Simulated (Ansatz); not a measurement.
`B[NH]` radical. Total charge 0; spin multiplicity 2.

```xyz
5

B    -0.2590   -0.3578   -0.2025
N     0.5440    0.6163    0.2118
H    -1.1669   -0.7105    0.5159
H    -0.0971   -0.8883   -1.2708
H     0.9790    1.3403    0.7456
```

(1) What are the harmonic wavenumbers in cm⁻¹ at PBE0-D4/def2-TZVP (Ansatz, finite differences of forces, unscaled)? (Estimate.)

(2) Is this a minimum?

(3) Give the ideal-gas thermochemistry at 298.15 K and 1 bar (rigid rotor, harmonic oscillator; point group Cs, symmetry number 1).

(4) And at 400, 500, 600, 800 and 1000 K?

## Answers

(1) The calculation gave: 155, 300, 750, 914, 1070, 1403, 2475, 2557, 3787.

(2) Yes, all 9 modes are real.

(3) Zero-point energy 80.2 kJ/mol; H(298) − E = 93.4 kJ/mol; entropy 250.9 J/(mol·K), of which translation 150.3, rotation 75.9, vibration 18.9, electronic 5.8; G(298) − E = 18.6 kJ/mol.

(4) 
| T (K) | H − E (kJ/mol) | S (J/mol/K) | G − E (kJ/mol) |
| --- | --- | --- | --- |
| 400 | 99.3 | 268.0 | -7.9 |
| 500 | 105.7 | 282.3 | -35.4 |
| 600 | 112.7 | 294.9 | -64.3 |
| 800 | 127.7 | 316.5 | -125.5 |
| 1000 | 144.1 | 334.7 | -190.6 |
